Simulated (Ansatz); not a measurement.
# B2H (quartet): wave-function methods side by side, def2-QZVPP

The task here is to estimate one member of a computed series from the others.

Program: Ansatz 0.2.0, Gaussian basis. Level of theory: def2-QZVPP, core rule «outside noble gas», up to 2 orbitals frozen. These are calculated values, not measurements.

The runs, in order: UHF; ROHF; CCSD(T) on UHF.

**The system**

The geometry is a PBE0/def2-TZVP stationary point (not a proven minimum).

3 atoms, charge 0, spin multiplicity 4.

Atoms are counted from 1 here; the program's logs count them from 0.

Bond lengths: B1–B2 1.520 Å, B1–H3 1.178 Å. Angles: B2–B1–H3 180.0°.

Set-up of the first run:

File in.yaml:

```yaml
crystal:
  periodic: [false, false, false]
  atoms:
    - {symbol: B, position_ang: [0.000000, 0.000000, 0.114060]}
    - {symbol: B, position_ang: [0.000000, 0.000000, -1.406367]}
    - {symbol: H, position_ang: [0.000000, 0.000000, 1.292307]}
basis:
  gaussian: {orbitals: "def2-QZVPP.json"}
magnetization: {spin_polarized: true, initial_magnetization: 3}
hamiltonian: {xc: hf}
output: {orbitals: {seedname: orbitals}}
```

Launch:

```bash
ansatz run in.yaml --threads 1 --pin off --events-out ev --progress --plain --max-ram 2393MiB
```

Among the steps run: UHF; ROHF; CCSD(T) on UHF.

One of the session's tables, all rows but one given; the rest of the session is left out.

```
  method  from UCCSD(T) (meV)
    ROHF              +4447.4
     UHF                    ?
    UMP2               +774.8
   UCCSD               +181.8
UCCSD(T)                    0
```

Estimate the missing values for UHF.

**Answer.** from UCCSD(T) (meV): +4404.3. In the column «from UCCSD(T) (meV)» it lies between UMP2 (+774.8) and ROHF (+4447.4).
